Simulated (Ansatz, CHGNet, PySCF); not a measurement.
**Grey tin (α-Sn), lattice constant a**

Reference value: 6.477 Å (measured, static lattice: zero-point anharmonic expansion removed; as tabulated in Mejia-Rodriguez and Trickey (2018), arXiv:1807.09216).

```
level (code)              value (Å)  error (%)
---------------------  ------------  ---------
CHGNet-r²SCAN                 6.590      +1.74
LDA (Ansatz)                  6.472      -0.08
PBE (Ansatz)                  6.655      +2.75
r²SCAN+SOC (Ansatz)           6.564      +1.34
HSE06-D3(BJ) (Ansatz)         6.458      -0.29
Hartree–Fock (Ansatz)         6.605      +1.98
MP2 (PySCF)            6.444 ± 0.02      -0.51
```

Of the ranked levels LDA (-0.08 %) comes nearest. Among them PBE (+2.75 %) misses by most. Within 1 %: LDA, HSE06-D3(BJ), MP2.

A ± on a computed value is a rough bar: the spread of its extrapolation, a floor set from checks against published values, or a statistical error. Cutoffs and k meshes differ between the levels. Ansatz's density-functional and Hartree–Fock values are scalar-relativistic unless marked +SOC, with PAW data made under PBE.

Machine-learned potentials (CHGNet-r²SCAN) are trained on DFT data: a solid inside that data is no test of them.

Differences are worked out from the printed values.

Ansatz is a program for electronic structure.
